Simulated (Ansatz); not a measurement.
# CH₅ (doublet): from Hartree-Fock to the top rungs at distance H1–H2 along a hydrogen transfer = 0.900 Å, 6-31G

Aim: climb from Hartree-Fock through coupled cluster and multireference methods for CH₅ (doublet) at one geometry and basis, and see what each rung misses.

Computed with Ansatz 0.2.0, Gaussian basis. Level: 6-31G, core rule «outside noble gas», up to 1 orbitals frozen.

To be run: UHF; CCSD(T) on ROHF; CCSD(T) on UHF; BCCD(T) on ROHF; CISD; CCSDT(Q) on ROHF; CCSDT(Q) on UHF; CCSDTQ on ROHF; CASSCF and MRCISD+Q, 3 electrons in 3 orbitals; CASSCF and NEVPT2, 3 electrons in 3 orbitals; CASSCF and MRCISD+Q, 9 electrons in 9 orbitals; CASSCF and MRCISD+Q(relaxed), 9 electrons in 9 orbitals; CASSCF and NEVPT2, 9 electrons in 9 orbitals; Full CI.

14 further runs of the same task are left out: 6 that didn't finish, 8 set aside as unsound or not needed.

**1. What is computed**

The geometry derives from fragments relaxed apart (PBE0/def2-TZVP) and kept rigid, so it is no stationary point. A hydrogen atom is moved between rigid fragments.

6 atoms, charge 0, spin multiplicity 2.

Atoms are counted from 1 here; the program's logs count them from 0.

Bond lengths: C3–H4 1.080 Å, C3–H5 1.080 Å, C3–H6 1.080 Å. Angles: H4–C3–H5 120.0°, H4–C3–H6 120.0°, H5–C3–H6 120.0°.

**2. UHF**

in.yaml

```yaml
crystal:
  periodic: [false, false, false]
  atoms:
    - {symbol: H, position_ang: [-2.150051, 0.000000, 0.000000]}
    - {symbol: H, position_ang: [-1.250051, 0.000000, 0.000000]}
    - {symbol: C, position_ang: [0.227949, 0.000000, 0.000000]}
    - {symbol: H, position_ang: [0.227949, -1.080023, 0.000000]}
    - {symbol: H, position_ang: [0.227949, 0.540011, 0.935327]}
    - {symbol: H, position_ang: [0.227949, 0.540012, -0.935327]}
basis:
  gaussian: {orbitals: 6-31G}
magnetization: {spin_polarized: true, initial_magnetization: 1}
hamiltonian: {xc: hf}
output: {orbitals: {seedname: orbitals}}
```

Run with:

```sh
$ ansatz run in.yaml --threads 1 --pin off --events-out ev --progress --plain --max-ram 2393MiB
```

After this run come: CCSD(T) on ROHF; CCSD(T) on UHF; BCCD(T) on ROHF; CISD; CCSDT(Q) on ROHF; CCSDT(Q) on UHF; CCSDTQ on ROHF; CASSCF and MRCISD+Q, 3 electrons in 3 orbitals; CASSCF and NEVPT2, 3 electrons in 3 orbitals; CASSCF and MRCISD+Q, 9 electrons in 9 orbitals; CASSCF and MRCISD+Q(relaxed), 9 electrons in 9 orbitals; CASSCF and NEVPT2, 9 electrons in 9 orbitals; Full CI.

Q: Predict the results of all the runs planned. Wanted: FCI below the RHF energy; RMP2 from FCI; UMP2 from FCI; RCCSD from FCI; RCCSD(T) from FCI; UCCSD(T) from FCI; RCCSDT(Q) from FCI; UCCSDT(Q) from FCI; NEVPT2 pair from FCI.

**Answer**, as computed:

| quantity | value |
| --- | --- |
| FCI below the RHF energy | -3.6691 eV |
| RMP2 from FCI | +18.71 kcal/mol |
| UMP2 from FCI | +17.82 kcal/mol |
| RCCSD from FCI | +1.39 kcal/mol |
| RCCSD(T) from FCI | +0.28 kcal/mol |
| UCCSD(T) from FCI | +0.30 kcal/mol |
| RCCSDT(Q) from FCI | +0.01 kcal/mol |
| UCCSDT(Q) from FCI | 0.00 kcal/mol |
| NEVPT2 pair from FCI | +13.15 kcal/mol |
| MRCISD+Q pair from FCI | +0.42 kcal/mol |
| NEVPT2 valence from FCI | +6.01 kcal/mol |
| levels within 1 kcal/mol (43 meV) | RCCSD(T), UCCSD(T), BCCD(T), RCCSDT, UCCSDT, RCCSDT(Q), UCCSDT(Q), RCCSDTQ, MRCISD+Q pair, MRCISD valence, MRCISD+Q valence, MRCISD+Q(relaxed) valence |
| T1 diagnostic | 0.028 |
| effectively unpaired electrons | 1.03 |

In words: RCCSD(T) lands +0.28 kcal/mol from the yardstick (0.3 % of the correlation energy). MRCISD+Q(relaxed) valence falls below full CI: the +Q correction isn't variational, and the cores differ from full CI's. One determinant dominates. Of the multireference levels listed MRCISD+Q(relaxed) valence comes nearest in total energy (-0.05 kcal/mol), which doesn't show that its space is the better one. These misses are within one basis, not against nature; the frozen cores of restricted and unrestricted runs differ, which can shift their rows.
